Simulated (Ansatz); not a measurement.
in.yaml

```yaml
crystal:
  periodic: [false, false, false]
  atoms:
    - {symbol: Si, position_ang: [0.000000, 0.134286, -0.156243]}
    - {symbol: H, position_ang: [0.000000, -2.432611, -1.634536]}
    - {symbol: H, position_ang: [0.872052, -0.654577, 2.994060]}
    - {symbol: H, position_ang: [-0.872052, -0.654577, 2.994060]}
basis:
  gaussian: {orbitals: def2-SVPD}
total_charge: 1
magnetization: {spin_polarized: false, initial_magnetization: 2}
correlation: {method: ccsd, electrons: outside_noble_gas, diis_vectors: 2}
accuracy: high
scf: {lower_state_search: light}
output: {forces: true}
```

```sh
$ ansatz run in.yaml --threads 1 --pin off --events-out ev --progress --plain --max-ram 2393MiB
```

Output:

```
893 factors; integrals over basis functions are off by at most 3.4e-9 eV
mean field evaluation 1: about -7887.8277 eV, gradient 7.8e0 eV
mean field evaluation 2: about -7887.8283 eV, gradient 7.8e0 eV
mean field evaluation 4: about -7889.7565 eV, gradient 1.2e0 eV
mean field evaluation 8: about -7889.7771 eV, gradient 6.5e-4 eV
mean field evaluation 16: about -7887.8286 eV, gradient 7.8e0 eV
mean field evaluation 32: about -7889.5517 eV, gradient 4.3e-5 eV
mean field evaluation 64: about -7889.5517 eV, gradient 3.0e-8 eV
mean field evaluation 96: about -7889.5517 eV, gradient 4.3e-5 eV
mean field evaluation 128: about -7889.5516 eV, gradient 3.8e-2 eV
mean field evaluation 160: about -7885.6935 eV, gradient 1.7e-2 eV
...
cycle  47  -3.57201813 eV  change   4.5e-12 eV  update   1.4e-9
cycle  48  -3.57201813 eV  change  -1.7e-11 eV  update   1.3e-9
cycle  49  -3.57201813 eV  change   2.3e-11 eV  update   1.2e-9
cycle  50  -3.57201813 eV  change   1.8e-12 eV  update   1.2e-9
cycle  51  -3.57201813 eV  change   4.3e-11 eV  update   1.1e-9
cycle  52  -3.57201813 eV  change   6.0e-12 eV  update  9.9e-10
cycle  53  -3.57201813 eV  change   2.9e-11 eV  update  9.2e-10
cycle  54  -3.57201813 eV  change  -8.3e-12 eV  update  8.5e-10
cycle  55  -3.57201813 eV  change   1.6e-11 eV  update  7.8e-10
cycle  56  -3.57201813 eV  change  -1.5e-11 eV  update  7.3e-10
the calculation of the forces begins
Total energy: -7893.34916470 eV, -290.0752314986 hartree
Atom 0 at     0.000000     0.134286    -0.156243 Å, force     0.000000    -0.188501     0.144832 eV/Å
Atom 1 at     0.000000    -2.432611    -1.634536 Å, force    -0.000000     0.134251     0.079758 eV/Å
Atom 2 at     0.872052    -0.654577     2.994060 Å, force    -2.465047     0.027125    -0.112295 eV/Å
Atom 3 at    -0.872052    -0.654577     2.994060 Å, force     2.465047     0.027125    -0.112295 eV/Å
Dipole moment:     0.000000     0.067651    -0.154192 e Å
```

Forces (eV/Å):
```
Si   0.000 -0.189  0.145
H    0.000  0.134  0.080
H   -2.465  0.027 -0.112
H    2.465  0.027 -0.112
```

Ran on 1 thread of Arm Neoverse N1, shared host: 25 s wall, 0.22 GiB peak host memory.
